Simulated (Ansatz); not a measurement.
The cluster Li₃H₆⁻. The state is a singlet with charge -1. Geometry PBE-D4/def2-TZVPD.

Cartesian coordinates in Å:
```
Li 0.4037 -0.9992 -0.4812
Li 1.8736 0.1972 0.3339
Li -0.5440 1.4403 0.2092
H -1.7409 2.6645 0.4385
H 2.1179 -1.4909 -0.2290
H 0.7399 0.7385 -1.0464
H -1.6577 -1.3846 -0.5292
H 0.2325 -0.0719 1.1599
H -1.4250 -1.0940 0.1443
```

At PBE-D4/def2-TZVPD the highest occupied level of the charge -1 singlet lies above zero (up to 0.02 eV). The electron is either unbound and held by the finite basis, or the level is raised by self-interaction error. In the singlet, H7 and H9 lie 0.77 Å apart (atoms count from 1), so H2 has formed as a molecule. Another isomer (singlet) lies 0.49 eV lower at PBE0-D4/def2-TZVPD; other spin states weren't run for this one.

(1) Estimate the orbital energies around the gap (eV) in Ansatz with PBE-D4/def2-TZVPD, r2SCAN-D4/def2-TZVPD, B97M-V/def2-TZVPD, PBE0-D4/def2-TZVPD, ωB97X-V/def2-TZVPD.

Results:

(1) 
| orbital | PBE-D4/def2-TZVPD | r2SCAN-D4/def2-TZVPD | B97M-V/def2-TZVPD | PBE0-D4/def2-TZVPD | ωB97X-V/def2-TZVPD |
| --- | --- | --- | --- | --- | --- |
| HOMO−5 | -44.43 | -45.94 | -47.46 | -48.43 | -50.84 |
| HOMO−4 | -7.96 | -8.44 | -8.54 | -9.61 | -12.40 |
| HOMO−3 | -2.75 | -3.00 | -3.15 | -4.03 | -6.66 |
| HOMO−2 | -1.15 | -1.33 | -1.50 | -2.22 | -4.59 |
| HOMO−1 | -1.00 | -1.15 | -1.35 | -2.01 | -4.29 |
| HOMO | 0.02 | -0.14 | -0.32 | -0.99 | -3.35 |
| LUMO | 2.07 | 2.51 | 2.07 | 2.41 | 3.10 |
| LUMO+1 | 2.26 | 2.81 | 2.24 | 2.63 | 3.42 |
| LUMO+2 | 2.86 | 3.56 | 2.83 | 3.19 | 3.99 |
| LUMO+3 | 2.96 | 3.64 | 2.94 | 3.31 | 4.15 |
| LUMO+4 | 3.05 | 3.70 | 3.02 | 3.40 | 4.18 |
| LUMO+5 | 3.12 | 3.76 | 3.10 | 3.46 | 4.30 |
